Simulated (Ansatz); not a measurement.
Relaxing germanium (diamond)

Method: DFT, RPBE, plane waves (420 eV) with PAW, scalar-relativistic (Ansatz). (PAW data from PBE, frozen cores regenerated.)

k-point mesh 5×5×5, Fermi-Dirac smearing 0.05 eV, no spin polarisation. Cell and atoms relax.

Starting structure:

```yaml
crystal:
  lattice:
    - [0.00000, 2.82868, 2.82868]
    - [2.82868, 0.00000, 2.82868]
    - [2.82868, 2.82868, 0.00000]
  atoms:
    - { symbol: Ge, position: [0.50000, 0.50000, 0.50000] }
    - { symbol: Ge, position: [0.75000, 0.75000, 0.75000] }
```

Task: The pressure at the start is 5.5 GPa. By how much does the volume change?

Result: From 22.63 to 24.72 Å³ per atom, 9.2 %. The final cell has a = 5.826 Å.

Task: How much energy does the relaxation gain?

Result: 34.4 meV per atom.
